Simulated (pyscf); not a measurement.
This saddle point was located with ωB97X-D3(BJ)/def2-SVP in PySCF.

```xyz
16

Bi     0.1829    -0.6801     0.2190
C      1.8197     1.4484    -0.2342
C     -1.7997    -1.3908    -0.6523
C     -0.9143     0.9392     1.3227
H      2.6720     1.6448    -0.9108
H      1.3005     2.4065    -0.0544
H      2.2704     1.1359     0.7242
H     -1.6241    -2.0751    -1.4951
H     -2.4107    -0.5408    -0.9926
H     -2.3548    -1.9238     0.1371
H     -1.3523     1.6349     0.5924
H     -1.7236     0.4799     1.9113
H     -0.2255     1.4874     1.9794
O      0.4405     0.0671    -1.9876
H      1.0757     0.7560    -1.3691
H     -0.3249     0.5450    -2.3385
```
Charge 0, spin multiplicity 1.

Surface: singlet, charge 0. Lowest wavenumbers (cm⁻¹): 1073i, 60, 111, 151, 154.

**Question.** Name the species on either side of this saddle.

**Answer.** H₃C–Bi(CH₃)–CH₃ + H₂O ⇌ H₃C–Bi(CH₃)–OH + CH₄, a four-centre exchange read from left to right: Bi–C, H–O broken and Bi–O, C–H formed. At ωB97M-D3(BJ)/def2-TZVP it lies +38.1 kcal/mol from the left side and +48.1 kcal/mol from the right (each side as separated species at their lowest minima found). This is the saddle that the search found; another between the same sides may lie lower. Elements past Kr carry the def2 core potentials, without spin-orbit coupling.
